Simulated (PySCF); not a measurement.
# Core-level binding energies of `C[O-]`

Species: CH3O (charge -1).
Z-matrix (Å and degrees, PBE0-D3(BJ)/def2-SVP geometry), rows numbered from 1:
```
C 
O   1  1.2893
H   1  1.1729  2  118.48
H   1  1.1722  2  118.46  3   119.95
H   1  1.1727  2  118.52  3  -119.97
```

Level of theory: PySCF 2.14.0, delta-SCF UKS SCAN, pcX-2 on the ionised atom, pcseg-1 elsewhere, spin-free X2C. Each binding energy is the total energy of the core-ionised species, with the hole localised on one atom, minus that of the ground state; both are solved self-consistently, so orbital relaxation is included.

What binding energy does each computed site have?

```json
{"atom(s)": "C1", "bonded to": "O and 3 H", "level": "C 1s", "binding energy (eV)": "285.58", "count": "1"}
{"atom(s)": "O2", "bonded to": "C", "level": "O 1s", "binding energy (eV)": "528.48", "count": "1"}
```

What is the longest wavelength that can ionise O 1s of O2 (atom 2) vertically?

λ = hc/E = 12398.42 eV Å / 528.48 eV = 23.461 Å.

Which effective nuclear charge Zeff reproduces each element's mean 1s value in the hydrogen-like formula E = 13.606 eV × Zeff²?

C (Z = 6): mean 285.6 eV, Zeff = 4.58, Z − Zeff = 1.42; O (Z = 8): mean 528.5 eV, Zeff = 6.23, Z − Zeff = 1.77. Means run over the listed sites, weighted by atom count.

The species carries charge -1, so core ionisation leaves a neutral species. The basis sets have no added diffuse functions. Isolated species at its PBE0-D3(BJ)/def2-SVP geometry, gas phase.
